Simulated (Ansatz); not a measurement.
# Changing the shape of NaF, singlet

Program: Ansatz, Gaussian basis, development build. Basis def2-SVP, nonrelativistic, 2 orbitals frozen in the corrections; active space CAS(8,8). Restricted Hartree–Fock, then the lowest state-specific CASSCF solution met for each case. A minimal or small basis: far from the basis limit. Single-reference values can break down or jump between states where bonds are stretched. Solutions in different active orbitals can move differences by tenths of an eV and at times more than 1 eV.

Case A: bond length 3.8520 Å. A bond is stretched, to 1.73 times the sum of the covalent radii.

Case B: bond length 1.9260 Å.

Energy less that of case A, in eV:

```tsv
case	RHF/ROHF
B	-3.580
```

Task: What does SC-NEVPT2 give for these differences?

Result: B: -3.626 eV (-83.6 kcal/mol).
